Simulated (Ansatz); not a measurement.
Input file:

```yaml
crystal:
  periodic: [false, false, false]
  atoms:
    - {symbol: Al, position_ang: [0.000000, 0.000000, 0.000000]}
    - {symbol: Be, position_ang: [0.000000, 0.000000, 2.412500]}
basis:
  gaussian: {orbitals: def2-SVPD}
magnetization: {spin_polarized: false, initial_magnetization: 3}
correlation: {method: fic_mrcisd_q, electrons: valence, active_space: {window: {electrons: 5, orbitals: 5}, places: [1, 2]}}
```

```sh
$ ansatz run in.yaml --threads 1 --pin off --events-out ev --progress --plain --max-ram 2393MiB
```

Task: One thing in this input was set wrong on purpose, beside settings that are merely unusual. What is the gravest fault, and what does the program do?

Result: Two definitions of the active space. How the run ends: refused.
```
Error: invalid value for `correlation.active_space`: name one of window, places and ras
```
